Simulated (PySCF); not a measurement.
Sulfur dicyanide, C₂N₂S.
Bonds: N1–C2 (triple), C2–S3, S3–C4, C4–N5 (triple).

Method: core-valence-separated Tamm–Dancoff BHandHLYP/aug-pcX-1 (def2-SVPD on S) in PySCF, non-relativistic, gas phase, PBE0-D3(BJ)/def2-SVP geometry. The energies are unshifted.

Problem. What does the C 1s absorption edge look like?

Solution. 
```tsv
E (eV)	f	core hole on	main final orbital	polarisation
283.96	0.0972	C2/C4	LUMO+1 (2 roots, f summed)	in plane
284.56	0.1295	C2/C4	LUMO+3 (2 roots, f summed)	out of plane
285.33	0.0484	C2/C4	LUMO+1 (2 roots, f summed)	in plane
287.38	0.0048	C2/C4	LUMO+2 (2 roots, f summed)	in plane
289.02	0.0031	C2/C4	LUMO+6 (2 roots, f summed)	out of plane
```

The first line with a tenth or more of the strongest one's intensity is at 283.96 eV (f = 0.097, sum of 2), with the hole on C2/C4 (cyano carbon), polarised in plane. The strongest listed is at 284.56 eV (f = 0.130, sum of 2; C2/C4).

Problem. What does the N 1s absorption edge look like?

Solution. 
```
E (eV)       f  core hole on          main final orbital  polarisation
396.50  0.1318         N1/N5  LUMO+1 (2 roots, f summed)      in plane
397.68  0.1233         N1/N5  LUMO+3 (2 roots, f summed)  out of plane
400.44  0.0189         N1/N5  LUMO+1 (2 roots, f summed)      in plane
401.53  0.0004         N1/N5  LUMO+2 (2 roots, f summed)             –
403.01  0.0095         N1/N5  LUMO+5 (2 roots, f summed)      in plane
```

The first line with a tenth or more of the strongest one's intensity is at 396.50 eV (f = 0.132, sum of 2), with the hole on N1/N5 (cyano nitrogen), polarised in plane. It is also the strongest listed.

Roots within 0.03 eV whose holes lie on the same, on equivalent or on shared atoms are summed into one line, and the highest roots are left out, as the search may have cut off their partners. Final orbitals are the ground state's empty Kohn–Sham orbitals. A dash: too weak, shared between unlike atoms, or no plane or axis to refer to.

Problem. What are the wavelength and the wavenumber of the 284.56 eV line?

Solution. λ = 12398.42 eV Å/284.56 eV = 43.570 Å; 2.2951 × 10⁶ cm⁻¹.

The ionisation thresholds weren't computed; near and above them a finite basis only mimics Rydberg series and continuum.
